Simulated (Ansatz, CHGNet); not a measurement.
For tetradymite Bi2Se3, the machine-learned potential CHGNet 0.3.0 (trained on PBE and PBE+U data) gives:

| Item | Result |
|---|---|
| equilibrium lattice constant a | 4.334 Å |
| lattice parameter c | 27.538 Å |

Question: What does r²SCAN-D4 (Ansatz, a program for electronic structure, PAW) give for the same quantities?

Answer: 
- lattice constant a: 4.149 Å (shrinks by 4.3 %)
- lattice parameter c: 29.492 Å (rises by 7.1 %)

For comparison: lattice constant a 4.143 Å (measured, temperature not stated, not corrected to a static lattice; as tabulated in Luo et al. (2012), arXiv:1308.1523); lattice parameter c 28.636 Å (measured, temperature not stated, not corrected to a static lattice; as tabulated in Luo et al. (2012), arXiv:1308.1523).

Changes are worked out from the printed values.

Unless a cell is named, each level is at its own relaxed cell (CHGNet 0.3.0 29.87, r²SCAN-D4 29.30 Å³/atom).

Levels without +SOC leave out spin–orbit coupling, which shifts energies and cells of such heavy elements.

Caveats: the cell has another shape than the first-principles one, perhaps another minimum in the same group (CHGNet 0.3.0). Ansatz's density-functional and Hartree–Fock values are scalar-relativistic unless marked +SOC, with PAW data made under PBE.
